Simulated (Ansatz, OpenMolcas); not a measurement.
**BH2 (boron dihydride): methods side by side**

BH2 has 3 atoms, charge 0, and is taken as a doublet. SMILES: `[BH2]`. The shape is that of a GFN2-xTB optimisation.

```xyz
3

B     0.2628   -0.1662    0.1286
H     0.2800    0.9853    0.2610
H    -0.5429   -0.8191   -0.3896
```

Each level gives the energy change with the B1–H3 bond stretched from 1.159 to 1.449 Å (eV). The values are calculated.

```csv
level,kind,program,value (eV),less FCI/3-21G,CPU time (all runs)
UPBE/3-21G,GGA,Ansatz,0.44,-0.01,1.1 s
U-r2SCAN/3-21G,meta-GGA,Ansatz,0.49,+0.04,3.1 s
U-r2SCAN0/3-21G,hybrid meta-GGA,Ansatz,0.53,+0.08,3.2 s
UB3LYP/3-21G,global hybrid,Ansatz,0.51,+0.06,1.3 s
UBHLYP/3-21G,global hybrid,Ansatz,0.58,+0.13,1.2 s
UM06-2X/3-21G,hybrid meta-GGA,OpenMolcas,0.55,+0.10,9.3 s
U-wB97X/3-21G,range-separated hybrid,Ansatz,0.50,+0.05,6.5 s
"CASSCF(5,6)/3-21G",multireference,OpenMolcas,0.40,-0.05,5.2 s
FCI/3-21G,exact in the basis,Ansatz,0.45,0.00,0.59 s
```

FCI/3-21G is exact within its basis and frozen core, so for wave-function methods in that basis the difference is their error; functionals converge differently with the basis, so for them it is only a difference. The first shape isn't each level's own minimum. The values span 0.40 to 0.58 eV. All rows use very small basis sets, so even the best lies far from the true value. Times are those of the runs behind each value, whatever else they computed, on shared processors of several kinds: orders of magnitude only.
